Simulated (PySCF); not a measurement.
Can point charges reproduce the dipole moment of `C=C[C@](C)(F)Cl`?

Coordinates (GFN2-xTB, Å) and charges (e) from the PBE0/pcSseg-1 density (PySCF):

| atom | x | y | z | Mulliken | IAO | Hirshfeld | ESP-fitted |
| --- | --- | --- | --- | --- | --- | --- | --- |
| C1 | 2.004 | -0.163 | -0.240 | -0.1046 | -0.2909 | -0.0873 | -0.3350 |
| C2 | 0.759 | -0.593 | -0.148 | -0.1808 | -0.1674 | -0.0637 | -0.2032 |
| C3 | -0.344 | 0.171 | 0.511 | +0.0537 | +0.3348 | +0.1422 | +0.2890 |
| C4 | -1.589 | 0.318 | -0.343 | -0.1806 | -0.4357 | -0.1317 | -0.5706 |
| F5 | 0.081 | 1.412 | 0.898 | -0.2816 | -0.2942 | -0.0834 | -0.1528 |
| Cl6 | -0.776 | -0.708 | 2.040 | -0.0957 | -0.1227 | -0.0827 | -0.1448 |
| H7 | 2.301 | 0.795 | 0.153 | +0.1307 | +0.1656 | +0.0474 | +0.1896 |
| H8 | 2.767 | -0.753 | -0.716 | +0.1269 | +0.1623 | +0.0565 | +0.1727 |
| H9 | 0.455 | -1.556 | -0.530 | +0.1252 | +0.1590 | +0.0514 | +0.1796 |
| H10 | -1.976 | -0.661 | -0.610 | +0.1287 | +0.1610 | +0.0510 | +0.1785 |
| H11 | -1.334 | 0.868 | -1.247 | +0.1366 | +0.1614 | +0.0512 | +0.2096 |
| H12 | -2.349 | 0.869 | 0.206 | +0.1415 | +0.1667 | +0.0490 | +0.1875 |

Problem. Form Σ q r in debye for every column and set it beside the full dipole.

Solution. The full density gives (0.01, -0.53, -2.33) D, 2.39 D in size; dipole vectors point from the negative to the positive end.

| scheme | μx | μy | μz | size (D) | share of the full size (%) | angle to the full dipole (°) |
| --- | --- | --- | --- | --- | --- | --- |
| Mulliken | -0.42 | -1.36 | -3.19 | 3.49 | 146 | 12 |
| IAO | -0.40 | -1.55 | -2.59 | 3.05 | 127 | 20 |
| Hirshfeld | 0.00 | -0.27 | -1.16 | 1.19 | 50 | 1 |
| ESP-fitted | 0.02 | -0.49 | -2.40 | 2.45 | 102 | 1 |

Problem. Which set comes closest?

Solution. Length of the difference vector: ESP-fitted 0.08 D, IAO 1.13 D, Hirshfeld 1.21 D, Mulliken 1.27 D. Closest: ESP-fitted. The schemes that divide the density aren't constrained to reproduce the dipole.

Problem. What is left for the Hirshfeld atoms' own dipoles?

Solution. The shares of the density sum to the whole, so what Σ q r misses lies in dipoles about the nuclei. The atomic dipoles sum to (0.01, -0.53, -2.33) − (0.00, -0.27, -1.16) = (0.01, -0.26, -1.17) D, 1.21 D in size.

Problem. With the origin at the mean of the coordinates, (0.000, 0.000, -0.002) Å, which are the largest single terms, by size, of the Mulliken dipole along the direction of the full one?

Solution. F5 +1.61, Cl6 +0.84, H11 +0.67, H8 +0.53, H9 +0.52 D; all 12 atoms together +3.41 D. The single terms depend on the origin, their sum doesn't.

Problem. Give the size of the full dipole in other units.

Solution. 2.39 D = 0.942 au = 0.498 e·Å = 7.98 × 10⁻³⁰ C·m.

Isolated species at its GFN2-xTB geometry (one conformer only).

Conformer computed: `[CH2:1]=[CH:2][C@:3]([CH3:4])([F:5])[Cl:6]`: C1–C2–C3–C4 129°.
